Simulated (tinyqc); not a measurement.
ROHF in the sto-3g basis, for NH, spin multiplicity 3, step by step (part 1 of 3). Computed by tinyqc, a small Python program that keeps every step (integrals from PySCF). Settings: charge = 0, multiplicity = 3, basis = sto-3g, energy threshold = 1e-10, iteration cap = 86, orthogonalisation = canonical, start = Wolfsberg-Helmholz matrix, DIIS depth = 8, method = ROHF. Command: `OMP_NUM_THREADS=1 python tinyqc.py 26683 26684 out.jsonl` (the two numbers bound the seeds that draw the settings). One thread of a shared host (Intel(R) Xeon(R) Processor @ 2.60GHz), about 0.06 s of CPU time with the checks. Later iterations appear only in the table of the cycle.

## One-electron integrals

Geometry (angstrom):
```
atom         x         y         z
N     0.000000  0.000000  0.000000
H     0.000000  0.000000  1.855000
```

Basis sto-3g: exponents (1/bohr^2) and contraction coefficients of normalised primitives:
```
element  l (shell)   exponent  coefficient
N            s (1)  99.106169     0.154329
N            s (1)  18.052312     0.535328
N            s (1)   4.885660     0.444635
N            s (2)   3.780456    -0.099967
N            s (2)   0.878497     0.399513
N            s (2)   0.285714     0.700115
N            p (3)   3.780456     0.155916
N            p (3)   0.878497     0.607684
N            p (3)   0.285714     0.391957
H            s (1)   3.425251     0.154329
H            s (1)   0.623914     0.535328
H            s (1)   0.168855     0.444635
```

Overlap, kinetic and nuclear-attraction integrals over the contracted functions; the nuclear repulsion is the sum of Za Zb / Rab.

nuclear repulsion = 1.99689514 hartree

overlap S, order 1N 1s, 1N 2s, 1N 2px, 1N 2py, 1N 2pz, 2H 1s:
$$\begin{pmatrix}
1.000000 & 0.235038 & 0.000000 & 0.000000 & 0.000000 & 0.008667 \\
0.235038 & 1.000000 & 0.000000 & 0.000000 & 0.000000 & 0.132491 \\
0.000000 & 0.000000 & 1.000000 & 0.000000 & 0.000000 & 0.000000 \\
0.000000 & 0.000000 & 0.000000 & 1.000000 & 0.000000 & 0.000000 \\
0.000000 & 0.000000 & 0.000000 & 0.000000 & 1.000000 & 0.152262 \\
0.008667 & 0.132491 & 0.000000 & 0.000000 & 0.152262 & 1.000000
\end{pmatrix}$$

kinetic energy T (hartree), order 1N 1s, 1N 2s, 1N 2px, 1N 2py, 1N 2pz, 2H 1s:
$$\begin{pmatrix}
21.990753 & -0.128416 & 0.000000 & 0.000000 & 0.000000 & -0.002532 \\
-0.128416 & 0.606994 & 0.000000 & 0.000000 & 0.000000 & -0.014997 \\
0.000000 & 0.000000 & 1.899358 & 0.000000 & 0.000000 & 0.000000 \\
0.000000 & 0.000000 & 0.000000 & 1.899358 & 0.000000 & 0.000000 \\
0.000000 & 0.000000 & 0.000000 & 0.000000 & 1.899358 & 0.007918 \\
-0.002532 & -0.014997 & 0.000000 & 0.000000 & 0.007918 & 0.760032
\end{pmatrix}$$

nuclear attraction V (hartree), order 1N 1s, 1N 2s, 1N 2px, 1N 2py, 1N 2pz, 2H 1s:
$$\begin{pmatrix}
-46.471234 & -5.499996 & 0.000000 & 0.000000 & -0.004715 & -0.207036 \\
-5.499996 & -7.149617 & 0.000000 & 0.000000 & -0.060146 & -0.629287 \\
0.000000 & 0.000000 & -7.085509 & 0.000000 & 0.000000 & 0.000000 \\
0.000000 & 0.000000 & 0.000000 & -7.085509 & 0.000000 & 0.000000 \\
-0.004715 & -0.060146 & 0.000000 & 0.000000 & -7.112913 & -0.630072 \\
-0.207036 & -0.629287 & 0.000000 & 0.000000 & -0.630072 & -3.221936
\end{pmatrix}$$

core Hamiltonian H = T + V (hartree), order 1N 1s, 1N 2s, 1N 2px, 1N 2py, 1N 2pz, 2H 1s:
$$\begin{pmatrix}
-24.480481 & -5.628412 & 0.000000 & 0.000000 & -0.004715 & -0.209567 \\
-5.628412 & -6.542623 & 0.000000 & 0.000000 & -0.060146 & -0.644284 \\
0.000000 & 0.000000 & -5.186151 & 0.000000 & 0.000000 & 0.000000 \\
0.000000 & 0.000000 & 0.000000 & -5.186151 & 0.000000 & 0.000000 \\
-0.004715 & -0.060146 & 0.000000 & 0.000000 & -5.213554 & -0.622154 \\
-0.209567 & -0.644284 & 0.000000 & 0.000000 & -0.622154 & -2.461904
\end{pmatrix}$$

## Two-electron integrals

Functions are numbered as in S; the eight-fold symmetry (ij|kl) = (ji|kl) = (kl|ij) leaves the list below.

Two-electron integrals (ij|kl) in chemists' order, unique and non-zero (hartree):
```
(11|11) 4.166630   (21|11) 0.640849   (21|21) 0.117461   (22|11) 0.969864
(22|21) 0.220936   (22|22) 0.708245   (31|31) 0.020960   (32|31) 0.032452
(32|32) 0.156449   (33|11) 0.967124   (33|21) 0.220977   (33|22) 0.708086
(33|33) 0.762805   (41|41) 0.020960   (42|41) 0.032452   (42|42) 0.156449
(43|43) 0.041119   (44|11) 0.967124   (44|21) 0.220977   (44|22) 0.708086
(44|33) 0.680568   (44|44) 0.762805   (51|51) 0.020960   (52|51) 0.032452
(52|52) 0.156449   (53|53) 0.041119   (54|54) 0.041119   (55|11) 0.967124
(55|21) 0.220977   (55|22) 0.708086   (55|33) 0.680568   (55|44) 0.680568
(55|55) 0.762805   (61|11) 0.023852   (61|21) 0.004342   (61|22) 0.008138
(61|33) 0.008123   (61|44) 0.008123   (61|51) 0.000219   (61|52) 0.000415
(61|55) 0.008169   (61|61) 0.000163   (62|11) 0.079568   (62|21) 0.018445
(62|22) 0.068477   (62|33) 0.067033   (62|44) 0.067033   (62|51) 0.001512
(62|52) 0.013187   (62|55) 0.071293   (62|61) 0.000701   (62|62) 0.010052
(63|31) 0.001581   (63|32) 0.010081   (63|53) 0.002478   (63|63) 0.001104
(64|41) 0.001581   (64|42) 0.010081   (64|54) 0.002478   (64|64) 0.001104
(65|11) 0.075667   (65|21) 0.017718   (65|22) 0.069891   (65|33) 0.067013
(65|44) 0.067013   (65|51) 0.002688   (65|52) 0.021361   (65|55) 0.075566
(65|61) 0.000691   (65|62) 0.012242   (65|65) 0.015771   (66|11) 0.285030
(66|21) 0.066983   (66|22) 0.283990   (66|33) 0.275621   (66|44) 0.275621
(66|51) 0.004669   (66|52) 0.058310   (66|55) 0.300573   (66|61) 0.002538
(66|62) 0.061038   (66|65) 0.083970   (66|66) 0.774606
```

## Orthogonalisation

S = U s U^T; canonical form X = U s^(-1/2), so that X^T S X = 1. Each column of U has its largest component positive (the first on a tie).

eigenvalues of S: [0.721401, 0.869158, 1.000000, 1.000000, 1.122402, 1.287039]

X, order 1N 1s, 1N 2s, 1N 2px, 1N 2py, 1N 2pz, 2H 1s:
$$\begin{pmatrix}
-0.651899 & 0.476842 & 0.000000 & 0.000000 & -0.409871 & 0.488588 \\
0.791443 & -0.243112 & 0.000000 & 0.000000 & -0.232347 & 0.582142 \\
0.000000 & 0.000000 & 0.997487 & 0.070849 & 0.000000 & 0.000000 \\
0.000000 & 0.000000 & -0.070849 & 0.997487 & 0.000000 & 0.000000 \\
0.277508 & 0.705004 & 0.000000 & 0.000000 & 0.637464 & 0.209238 \\
-0.507766 & -0.605827 & 0.000000 & 0.000000 & 0.512452 & 0.394448
\end{pmatrix}$$

Within a degenerate level the vectors are fixed only up to a rotation; this is one choice.

## Starting guess

The start is the generalised Wolfsberg-Helmholz matrix (K = 1.75) built on H; D(s) = C_occ C_occ^T for each spin.

D(alpha) at the start, order 1N 1s, 1N 2s, 1N 2px, 1N 2py, 1N 2pz, 2H 1s:
$$\begin{pmatrix}
1.055727 & -0.237675 & 0.000000 & 0.000000 & 0.009457 & -0.033663 \\
-0.237675 & 1.015065 & 0.000000 & 0.000000 & -0.035713 & 0.110662 \\
0.000000 & 0.000000 & 1.000000 & 0.000000 & 0.000000 & 0.000000 \\
0.000000 & 0.000000 & 0.000000 & 1.000000 & 0.000000 & 0.000000 \\
0.009457 & -0.035713 & 0.000000 & 0.000000 & 0.971687 & 0.073126 \\
-0.033663 & 0.110662 & 0.000000 & 0.000000 & 0.073126 & 0.018239
\end{pmatrix}$$

D(beta) at the start, order 1N 1s, 1N 2s, 1N 2px, 1N 2py, 1N 2pz, 2H 1s:
$$\begin{pmatrix}
0.998182 & -0.023010 & 0.000000 & 0.000000 & -0.106440 & -0.018803 \\
-0.023010 & 0.214276 & 0.000000 & 0.000000 & 0.396630 & 0.055229 \\
0.000000 & 0.000000 & 0.426280 & 0.494535 & 0.000000 & 0.000000 \\
0.000000 & 0.000000 & 0.494535 & 0.573720 & 0.000000 & 0.000000 \\
-0.106440 & 0.396630 & 0.000000 & 0.000000 & 0.738266 & 0.103055 \\
-0.018803 & 0.055229 & 0.000000 & 0.000000 & 0.103055 & 0.014401
\end{pmatrix}$$

## Iteration 1: building the Fock matrix

J_ij = sum D_kl (ij|kl) with D = D(alpha) + D(beta), K_ij = sum D_kl (ik|jl) for each spin; F = H + J - K(s); E = tr D H + tr D J / 2 - 0.5 sum_s tr D(s) K(s) + E_nn.

Coulomb J (hartree), order 1N 1s, 1N 2s, 1N 2px, 1N 2py, 1N 2pz, 2H 1s:
$$\begin{pmatrix}
14.031021 & 2.581496 & 0.000000 & 0.000000 & 0.020937 & 0.095867 \\
2.581496 & 6.138312 & 0.000000 & 0.000000 & 0.120397 & 0.579791 \\
0.000000 & 0.000000 & 6.118383 & 0.040669 & 0.000000 & 0.000000 \\
0.000000 & 0.000000 & 0.040669 & 6.130508 & 0.000000 & 0.000000 \\
0.020937 & 0.120397 & 0.000000 & 0.000000 & 6.146948 & 0.589532 \\
0.095867 & 0.579791 & 0.000000 & 0.000000 & 0.589532 & 2.356492
\end{pmatrix}$$

exchange K(alpha) (hartree), order 1N 1s, 1N 2s, 1N 2px, 1N 2py, 1N 2pz, 2H 1s:
$$\begin{pmatrix}
4.275104 & 0.739102 & 0.000000 & 0.000000 & 0.000552 & 0.028094 \\
0.739102 & 1.218844 & 0.000000 & 0.000000 & -0.012934 & 0.142429 \\
0.000000 & 0.000000 & 1.011893 & 0.000000 & 0.000000 & 0.000000 \\
0.000000 & 0.000000 & 0.000000 & 1.011893 & 0.000000 & 0.000000 \\
0.000552 & -0.012934 & 0.000000 & 0.000000 & 1.004839 & 0.120627 \\
0.028094 & 0.142429 & 0.000000 & 0.000000 & 0.120627 & 0.066460
\end{pmatrix}$$

exchange K(beta) (hartree), order 1N 1s, 1N 2s, 1N 2px, 1N 2py, 1N 2pz, 2H 1s:
$$\begin{pmatrix}
4.190798 & 0.718514 & 0.000000 & 0.000000 & -0.003951 & 0.027910 \\
0.718514 & 0.540524 & 0.000000 & 0.000000 & 0.329877 & 0.098383 \\
0.000000 & 0.000000 & 0.433648 & 0.356899 & 0.000000 & 0.000000 \\
0.000000 & 0.000000 & 0.356899 & 0.540054 & 0.000000 & 0.000000 \\
-0.003951 & 0.329877 & 0.000000 & 0.000000 & 0.675283 & 0.134465 \\
0.027910 & 0.098383 & 0.000000 & 0.000000 & 0.134465 & 0.059705
\end{pmatrix}$$

F(alpha) (hartree), order 1N 1s, 1N 2s, 1N 2px, 1N 2py, 1N 2pz, 2H 1s:
$$\begin{pmatrix}
-14.724564 & -3.786018 & 0.000000 & 0.000000 & 0.015671 & -0.141794 \\
-3.786018 & -1.623156 & 0.000000 & 0.000000 & 0.073185 & -0.206922 \\
0.000000 & 0.000000 & -0.079662 & 0.040669 & 0.000000 & 0.000000 \\
0.000000 & 0.000000 & 0.040669 & -0.067537 & 0.000000 & 0.000000 \\
0.015671 & 0.073185 & 0.000000 & 0.000000 & -0.071445 & -0.153250 \\
-0.141794 & -0.206922 & 0.000000 & 0.000000 & -0.153250 & -0.171872
\end{pmatrix}$$

F(beta) (hartree), order 1N 1s, 1N 2s, 1N 2px, 1N 2py, 1N 2pz, 2H 1s:
$$\begin{pmatrix}
-14.640258 & -3.765430 & 0.000000 & 0.000000 & 0.020173 & -0.141611 \\
-3.765430 & -0.944835 & 0.000000 & 0.000000 & -0.269626 & -0.162876 \\
0.000000 & 0.000000 & 0.498584 & -0.316230 & 0.000000 & 0.000000 \\
0.000000 & 0.000000 & -0.316230 & 0.404303 & 0.000000 & 0.000000 \\
0.020173 & -0.269626 & 0.000000 & 0.000000 & 0.258110 & -0.167088 \\
-0.141611 & -0.162876 & 0.000000 & 0.000000 & -0.167088 & -0.165117
\end{pmatrix}$$

total energy of this density = -53.33367012 hartree

## Iteration 1: Roothaan effective Fock matrix

With projectors Pc = D(beta) S, Po = (D(alpha) - D(beta)) S, Pv = 1 - D(alpha) S, the block xy is Px^T F Py; with Fc = (F(alpha) + F(beta))/2, the blocks are Fc for cc, oo, vv and cv, F(beta) for co and F(alpha) for ov.

effective F (hartree), order 1N 1s, 1N 2s, 1N 2px, 1N 2py, 1N 2pz, 2H 1s:
$$\begin{pmatrix}
-14.683087 & -3.765623 & 0.000000 & 0.000000 & 0.012960 & -0.140847 \\
-3.765623 & -1.297743 & 0.000000 & 0.000000 & -0.110634 & -0.175059 \\
0.000000 & 0.000000 & 0.209461 & -0.137781 & 0.000000 & 0.000000 \\
0.000000 & 0.000000 & -0.137781 & 0.168383 & 0.000000 & 0.000000 \\
0.012960 & -0.110634 & 0.000000 & 0.000000 & 0.111525 & -0.168164 \\
-0.140847 & -0.175059 & 0.000000 & 0.000000 & -0.168164 & -0.165846
\end{pmatrix}$$

## Iteration 1: diagonalisation and new density

Diagonalise F' = X^T F X, C = X C', fill 5 alpha and 3 beta electrons from the bottom; D(s) = C_occ C_occ^T. Each column has its largest component positive (the first on a tie).

F' = X^T F X (hartree):
$$\begin{pmatrix}
-3.159716 & 2.837633 & 0.000000 & 0.000000 & -3.069489 & 4.122918 \\
2.837633 & -2.327595 & 0.000000 & 0.000000 & 2.907431 & -3.744867 \\
0.000000 & 0.000000 & 0.228729 & -0.133494 & 0.000000 & 0.000000 \\
0.000000 & 0.000000 & -0.133494 & 0.149115 & 0.000000 & 0.000000 \\
-3.069489 & 2.907431 & 0.000000 & 0.000000 & -3.235193 & 4.281517 \\
4.122918 & -3.744867 & 0.000000 & 0.000000 & 4.281517 & -6.294675
\end{pmatrix}$$

orbital energies (hartree): MO1 -14.690450, MO2 -0.425557, MO3 -0.120166, MO4 0.049619, MO5 0.218994, MO6 0.328225

coefficients C, order 1N 1s, 1N 2s, 1N 2px, 1N 2py, 1N 2pz, 2H 1s:
$$\begin{pmatrix}
0.994244 & -0.222400 & 0.143954 & 0.000000 & 0.018899 & 0.000000 \\
0.023467 & 0.851994 & -0.590876 & 0.000000 & -0.052746 & 0.000000 \\
0.000000 & 0.000000 & 0.000000 & 0.652901 & 0.000000 & 0.757443 \\
0.000000 & 0.000000 & 0.000000 & 0.757443 & 0.000000 & -0.652901 \\
-0.000433 & 0.252538 & 0.242241 & 0.000000 & 0.949592 & 0.000000 \\
-0.001874 & 0.372382 & 0.823135 & 0.000000 & -0.476262 & 0.000000
\end{pmatrix}$$

D(alpha) after iteration 1, order 1N 1s, 1N 2s, 1N 2px, 1N 2py, 1N 2pz, 2H 1s:
$$\begin{pmatrix}
1.059063 & -0.252207 & 0.000000 & 0.000000 & -0.003778 & 0.024812 \\
-0.252207 & 1.078360 & 0.000000 & 0.000000 & 0.021930 & -0.144026 \\
0.000000 & 0.000000 & 0.426280 & 0.494535 & 0.000000 & 0.000000 \\
0.000000 & 0.000000 & 0.494535 & 0.573720 & 0.000000 & 0.000000 \\
-0.003778 & 0.021930 & 0.000000 & 0.000000 & 1.024182 & -0.158817 \\
0.024812 & -0.144026 & 0.000000 & 0.000000 & -0.158817 & 1.043049
\end{pmatrix}$$

D(beta) after iteration 1, order 1N 1s, 1N 2s, 1N 2px, 1N 2py, 1N 2pz, 2H 1s:
$$\begin{pmatrix}
1.058706 & -0.251210 & 0.000000 & 0.000000 & -0.021724 & 0.033812 \\
-0.251210 & 1.075578 & 0.000000 & 0.000000 & 0.072017 & -0.169147 \\
0.000000 & 0.000000 & 0.000000 & 0.000000 & 0.000000 & 0.000000 \\
0.000000 & 0.000000 & 0.000000 & 0.000000 & 0.000000 & 0.000000 \\
-0.021724 & 0.072017 & 0.000000 & 0.000000 & 0.122456 & 0.293438 \\
0.033812 & -0.169147 & 0.000000 & 0.000000 & 0.293438 & 0.816223
\end{pmatrix}$$

## Iteration 2: building the Fock matrix

As before.

Coulomb J (hartree), order 1N 1s, 1N 2s, 1N 2px, 1N 2py, 1N 2pz, 2H 1s:
$$\begin{pmatrix}
12.847104 & 2.307412 & 0.000000 & 0.000000 & 0.013512 & 0.085712 \\
2.307412 & 5.381920 & 0.000000 & 0.000000 & 0.133696 & 0.559181 \\
0.000000 & 0.000000 & 5.336283 & 0.040669 & 0.000000 & 0.000000 \\
0.000000 & 0.000000 & 0.040669 & 5.348408 & 0.000000 & 0.000000 \\
0.013512 & 0.133696 & 0.000000 & 0.000000 & 5.441557 & 0.603264 \\
0.085712 & 0.559181 & 0.000000 & 0.000000 & 0.603264 & 3.203750
\end{pmatrix}$$

exchange K(alpha) (hartree), order 1N 1s, 1N 2s, 1N 2px, 1N 2py, 1N 2pz, 2H 1s:
$$\begin{pmatrix}
4.258598 & 0.707083 & 0.000000 & 0.000000 & 0.000092 & 0.027581 \\
0.707083 & 1.080868 & 0.000000 & 0.000000 & 0.004568 & 0.117238 \\
0.000000 & 0.000000 & 0.562949 & 0.356899 & 0.000000 & 0.000000 \\
0.000000 & 0.000000 & 0.356899 & 0.669354 & 0.000000 & 0.000000 \\
0.000092 & 0.004568 & 0.000000 & 0.000000 & 0.983334 & 0.123145 \\
0.027581 & 0.117238 & 0.000000 & 0.000000 & 0.123145 & 0.792270
\end{pmatrix}$$

exchange K(beta) (hartree), order 1N 1s, 1N 2s, 1N 2px, 1N 2py, 1N 2pz, 2H 1s:
$$\begin{pmatrix}
4.218572 & 0.646409 & 0.000000 & 0.000000 & 0.000035 & 0.025917 \\
0.646409 & 0.788312 & 0.000000 & 0.000000 & 0.080534 & 0.102852 \\
0.000000 & 0.000000 & 0.178248 & 0.000000 & 0.000000 & 0.000000 \\
0.000000 & 0.000000 & 0.000000 & 0.178248 & 0.000000 & 0.000000 \\
0.000035 & 0.080534 & 0.000000 & 0.000000 & 0.317746 & 0.179235 \\
0.025917 & 0.102852 & 0.000000 & 0.000000 & 0.179235 & 0.675351
\end{pmatrix}$$

F(alpha) (hartree), order 1N 1s, 1N 2s, 1N 2px, 1N 2py, 1N 2pz, 2H 1s:
$$\begin{pmatrix}
-15.891975 & -4.028084 & 0.000000 & 0.000000 & 0.008705 & -0.151437 \\
-4.028084 & -2.241571 & 0.000000 & 0.000000 & 0.068982 & -0.202341 \\
0.000000 & 0.000000 & -0.412817 & -0.316230 & 0.000000 & 0.000000 \\
0.000000 & 0.000000 & -0.316230 & -0.507097 & 0.000000 & 0.000000 \\
0.008705 & 0.068982 & 0.000000 & 0.000000 & -0.755332 & -0.142035 \\
-0.151437 & -0.202341 & 0.000000 & 0.000000 & -0.142035 & -0.050425
\end{pmatrix}$$

F(beta) (hartree), order 1N 1s, 1N 2s, 1N 2px, 1N 2py, 1N 2pz, 2H 1s:
$$\begin{pmatrix}
-15.851949 & -3.967410 & 0.000000 & 0.000000 & 0.008763 & -0.149772 \\
-3.967410 & -1.949015 & 0.000000 & 0.000000 & -0.006985 & -0.187954 \\
0.000000 & 0.000000 & -0.028116 & 0.040669 & 0.000000 & 0.000000 \\
0.000000 & 0.000000 & 0.040669 & -0.015991 & 0.000000 & 0.000000 \\
0.008763 & -0.006985 & 0.000000 & 0.000000 & -0.089744 & -0.198124 \\
-0.149772 & -0.187954 & 0.000000 & 0.000000 & -0.198124 & 0.066494
\end{pmatrix}$$

total energy of this density = -53.72321163 hartree

## Iteration 2: Roothaan effective Fock matrix

As before.

effective F (hartree), order 1N 1s, 1N 2s, 1N 2px, 1N 2py, 1N 2pz, 2H 1s:
$$\begin{pmatrix}
-15.871974 & -3.997499 & 0.000000 & 0.000000 & 0.006696 & -0.149645 \\
-3.997499 & -2.093421 & 0.000000 & 0.000000 & 0.020250 & -0.199138 \\
0.000000 & 0.000000 & -0.220466 & -0.137781 & 0.000000 & 0.000000 \\
0.000000 & 0.000000 & -0.137781 & -0.261544 & 0.000000 & 0.000000 \\
0.006696 & 0.020250 & 0.000000 & 0.000000 & -0.369304 & -0.126549 \\
-0.149645 & -0.199138 & 0.000000 & 0.000000 & -0.126549 & -0.033495
\end{pmatrix}$$

## Iteration 2: DIIS over 2 matrices

error matrix X^T (FDS - SDF) X:
$$\begin{pmatrix}
0.000000 & -0.141052 & 0.000000 & 0.000000 & -0.124705 & -0.004561 \\
0.141052 & 0.000000 & 0.000000 & 0.000000 & -0.148342 & -0.017865 \\
0.000000 & 0.000000 & 0.000000 & 0.000000 & 0.000000 & 0.000000 \\
0.000000 & 0.000000 & 0.000000 & 0.000000 & 0.000000 & 0.000000 \\
0.124705 & 0.148342 & 0.000000 & 0.000000 & 0.000000 & -0.010998 \\
0.004561 & 0.017865 & 0.000000 & 0.000000 & 0.010998 & 0.000000
\end{pmatrix}$$

B (overlaps of the stored error matrices):
$$\begin{pmatrix}
4.2505922e-01 & -7.4690074e-02 \\
-7.4690074e-02 & 1.1582694e-01
\end{pmatrix}$$

Minimise |sum c_i e_i|^2 with sum c_i = 1: solve [B -1; -1 0][c; lambda] = [0; -1] with B_ij = tr e_i^T e_j, and take F = sum c_i F_i.

DIIS coefficients: [0.276005, 0.723995]

extrapolated F (hartree), order 1N 1s, 1N 2s, 1N 2px, 1N 2py, 1N 2pz, 2H 1s:
$$\begin{pmatrix}
-15.543835 & -3.933500 & 0.000000 & 0.000000 & 0.008425 & -0.147216 \\
-3.933500 & -1.873810 & 0.000000 & 0.000000 & -0.015874 & -0.192492 \\
0.000000 & 0.000000 & -0.101804 & -0.137781 & 0.000000 & 0.000000 \\
0.000000 & 0.000000 & -0.137781 & -0.142882 & 0.000000 & 0.000000 \\
0.008425 & -0.015874 & 0.000000 & 0.000000 & -0.236592 & -0.138035 \\
-0.147216 & -0.192492 & 0.000000 & 0.000000 & -0.138035 & -0.070025
\end{pmatrix}$$

## Iteration 2: diagonalisation and new density

As before.

F' = X^T F X (hartree):
$$\begin{pmatrix}
-3.670653 & 3.124794 & 0.000000 & 0.000000 & -3.220724 & 4.125080 \\
3.124794 & -2.719015 & 0.000000 & 0.000000 & 2.824346 & -3.919664 \\
0.000000 & 0.000000 & -0.082536 & -0.133494 & 0.000000 & 0.000000 \\
0.000000 & 0.000000 & -0.133494 & -0.162150 & 0.000000 & 0.000000 \\
-3.220724 & 2.824346 & 0.000000 & 0.000000 & -3.558354 & 4.600030 \\
4.125080 & -3.919664 & 0.000000 & 0.000000 & 4.600030 & -6.774535
\end{pmatrix}$$

orbital energies (hartree): MO1 -15.549562, MO2 -0.931309, MO3 -0.273898, MO4 -0.261646, MO5 0.016960, MO6 0.032211

coefficients C, order 1N 1s, 1N 2s, 1N 2px, 1N 2py, 1N 2pz, 2H 1s:
$$\begin{pmatrix}
0.994999 & -0.260113 & 0.021095 & 0.000000 & 0.000000 & 0.030599 \\
0.020505 & 1.021799 & -0.094758 & 0.000000 & 0.000000 & -0.157756 \\
0.000000 & 0.000000 & 0.000000 & 0.652901 & 0.757443 & 0.000000 \\
0.000000 & 0.000000 & 0.000000 & 0.757443 & -0.652901 & 0.000000 \\
-0.000289 & 0.026287 & 0.880728 & 0.000000 & 0.000000 & -0.497805 \\
-0.001632 & 0.039843 & 0.358533 & 0.000000 & 0.000000 & 0.955465
\end{pmatrix}$$

D(alpha) after iteration 2, order 1N 1s, 1N 2s, 1N 2px, 1N 2py, 1N 2pz, 2H 1s:
$$\begin{pmatrix}
1.058127 & -0.247380 & 0.000000 & 0.000000 & 0.011454 & -0.004424 \\
-0.247380 & 1.053474 & 0.000000 & 0.000000 & -0.056602 & 0.006704 \\
0.000000 & 0.000000 & 1.000000 & 0.000000 & 0.000000 & 0.000000 \\
0.000000 & 0.000000 & 0.000000 & 1.000000 & 0.000000 & 0.000000 \\
0.011454 & -0.056602 & 0.000000 & 0.000000 & 0.776372 & 0.316818 \\
-0.004424 & 0.006704 & 0.000000 & 0.000000 & 0.316818 & 0.130136
\end{pmatrix}$$

D(beta) after iteration 2, order 1N 1s, 1N 2s, 1N 2px, 1N 2py, 1N 2pz, 2H 1s:
$$\begin{pmatrix}
1.058127 & -0.247380 & 0.000000 & 0.000000 & 0.011454 & -0.004424 \\
-0.247380 & 1.053474 & 0.000000 & 0.000000 & -0.056602 & 0.006704 \\
0.000000 & 0.000000 & 0.000000 & 0.000000 & 0.000000 & 0.000000 \\
0.000000 & 0.000000 & 0.000000 & 0.000000 & 0.000000 & 0.000000 \\
0.011454 & -0.056602 & 0.000000 & 0.000000 & 0.776372 & 0.316818 \\
-0.004424 & 0.006704 & 0.000000 & 0.000000 & 0.316818 & 0.130136
\end{pmatrix}$$
